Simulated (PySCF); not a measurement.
A side-by-side comparison of computed properties.

First species: (E)-diazene, N2H2.
SMILES: `[H]/N=N/[H]`

Second species: HNO.
SMILES with atom numbers: `[NH:1]=[O:2]` (hydrogens: H3 on N1)

Geometry (PBE0-D3(BJ)/def2-TZVP, Å), atoms numbered from 1 in this order:
```xyz
3
HNO angstrom
N     -0.3316    0.2470   -0.1408
O     -0.3095   -0.6981    0.5819
H      0.6491    0.4160   -0.5152
```

Levels: CAM-B3LYP/aug-cc-pVTZ for dipole moment, HOMO energy, LUMO energy, HOMO–LUMO gap, static isotropic polarisability and electronic spatial extent ⟨r²⟩ about the centre of nuclear charge; TDDFT CAM-B3LYP/aug-cc-pVTZ for lowest singlet excitation; TDA CAM-B3LYP/aug-cc-pVTZ for lowest triplet excitation (Tamm–Dancoff); PBE0-D3(BJ)/def2-TZVP for rotational constant A and rotational constant C. Geometries: PBE0-D3(BJ)/def2-TZVP. Each species is one conformer at its optimised geometry, gas phase, non-relativistic unless stated; the electronic structure was computed with PySCF and density fitting.

Values for the first species:

| Item | Value |
| --- | --- |
| Dipole moment | 0.00 D |
| HOMO energy | -8.64 eV |
| LUMO energy | -0.33 eV |
| HOMO–LUMO gap | 8.31 eV |
| Lowest singlet excitation | 3.19 eV |
| Lowest triplet excitation (Tamm–Dancoff) | 2.15 eV |
| Static isotropic polarisability | 18.9 au |
| Electronic spatial extent ⟨r²⟩ about the centre of nuclear charge | 59 bohr² |
| Rotational constant A | 304.677 GHz |
| Rotational constant C | 35.450 GHz |

Problem. Estimate the same properties for the second species, and the change in each.

Solution. 
```
                                                         property        first       second  second less first
                                                    dipole moment       0.00 D       1.71 D            +1.71 D
                                                      HOMO energy     -8.64 eV     -8.70 eV           -0.06 eV
                                                      LUMO energy     -0.33 eV     -1.56 eV           -1.23 eV
                                                    HOMO–LUMO gap      8.31 eV      7.14 eV           -1.17 eV
                                        lowest singlet excitation      3.19 eV      1.55 eV           -1.64 eV
                         lowest triplet excitation (Tamm–Dancoff)      2.15 eV      0.56 eV           -1.59 eV
                                  static isotropic polarisability      18.9 au      14.8 au            -4.1 au
electronic spatial extent ⟨r²⟩ about the centre of nuclear charge     59 bohr²     51 bohr²           -8 bohr²
                                            rotational constant A  304.677 GHz  561.254 GHz       +256.577 GHz
                                            rotational constant C   35.450 GHz   40.455 GHz         +5.005 GHz
```

On the first: The polarisability is 2.80 Å³ as a volume (1 au = 0.148185 Å³), or 1.18 au for each of the 16 electrons. The principal polarisabilities are 13.8, 17.9 and 24.9 au; their mean is the isotropic value. Isolated species at its PBE0-D3(BJ)/def2-TZVP geometry, gas phase.

On the second: The polarisability is 2.19 Å³ as a volume (1 au = 0.148185 Å³), or 0.92 au for each of the 16 electrons. The vertical singlet–triplet gap S1 − T1 is 0.99 eV (TDDFT singlet less Tamm–Dancoff triplet; S1: HOMO→LUMO, weight 0.99; T1: HOMO→LUMO, weight 0.98). Geometry: PBE0-D3(BJ)/def2-TZVP; no solvent, vibrations or thermal averaging.
